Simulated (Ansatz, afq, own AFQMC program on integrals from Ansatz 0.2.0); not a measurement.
# AFQMC, coupled cluster and functionals along a coordinate of AlH₃ + Si, triplet

| atom | x (Å) | y (Å) | z (Å) |
| --- | --- | --- | --- |
| Al | -1.6941 | 0.0000 | 0.0000 |
| H | -2.4870 | 1.3734 | 0.0000 |
| H | -2.4870 | -1.3734 | 0.0000 |
| H | -0.1082 | 0.0000 | 0.0000 |
| Si | 1.8099 | 0.0000 | 0.0000 |

A hydrogen atom is moved from one rigid fragment to the other; the Al1–H4 distance tells how far. The two fragments are held close together, so this isn't a minimum-energy path and the start is a compressed complex. Energies in eV count from this geometry (1.586 Å) at the same level; the start stands on UHF, each point on the determinant named.

Basis cc-pVTZ. Noble-gas cores (and the filled d shells of Ga–Kr and In–Xe) are frozen. Ansatz 0.2.0 and our own AFQMC program on the same integrals; the CISD trial comes from CCSD amplitudes, and released means the phaseless constraint is let go. Uncertainties: one standard error, sampling alone.

Cautions, each for one point or more: lower spins were not checked; the ph-AFQMC/CISD walk drifts between its halves.

| r(Al1–H4) / Å | det. | T1 | weight | ⟨S²⟩ | B2PLYP | wB97M-V | CCSD(T) |
| --- | --- | --- | --- | --- | --- | --- | --- |
| 1.722 | UHF | 0.025 | 0.86 | 2.04 | 0.026 | 0.045 | 0.026 |
| 1.791 | UHF | 0.027 | 0.86 | 2.04 | 0.108 | 0.137 | 0.110 |
| 1.859 | UHF | 0.028 | 0.85 | 2.04 | 0.228 | 0.269 | 0.234 |
| 1.927 | UHF | 0.031 | 0.85 | 2.04 | 0.391 | 0.442 | 0.402 |
| 2.064 | UHF | 0.036 | 0.84 | 2.04 | 0.885 | 0.958 | 0.915 |

Estimate the curve of CCSDT(Q), counted from the same start.


```
r(Al1–H4) / Å  det.     T1  weight  ⟨S²⟩  CCSDT(Q)  ph-AFQMC/CISD  released AFQMC
        1.722   UHF  0.025    0.86  2.04     0.022  0.006 ± 0.007  0.022 ± 0.008*
        1.791   UHF  0.027    0.86  2.04     0.103  0.109 ± 0.007  0.099 ± 0.009*
        1.859   UHF  0.028    0.85  2.04     0.224  0.230 ± 0.007  0.227 ± 0.008*
        1.927   UHF  0.031    0.85  2.04     0.389  0.399 ± 0.008  0.391 ± 0.010*
        2.064   UHF  0.036    0.84  2.04     0.892  0.916 ± 0.007               –
```

Weight is that of the determinant in the CISD state; at the start T1 is 0.022 and the weight 0.86, and ⟨S²⟩ is 2.03. An asterisk marks released energies that aren't shown to be converged. A dash marks a missing value, a released energy that hasn't settled or a functional that sits on another state. Largest departures from CCSDT(Q), at the points where its series has closed: CCSD(T) 0.022 eV at 2.064 (on UHF), ph-AFQMC/CISD 0.024 eV at 2.064 (on UHF), B2PLYP -0.007 eV at 2.064, wB97M-V 0.066 eV at 2.064. Functionals count only at points shown to share the start's state and spin. In total energy ph-AFQMC/CISD lies 16 ± 5 meV above CCSDT(Q) at the start, so its agreement along the curve rests in part on cancellation.

A walk keeps the symmetry of its determinant, which the program's search chose and which needn't be the lowest solution, so a lower state of the same spin and another symmetry isn't excluded.
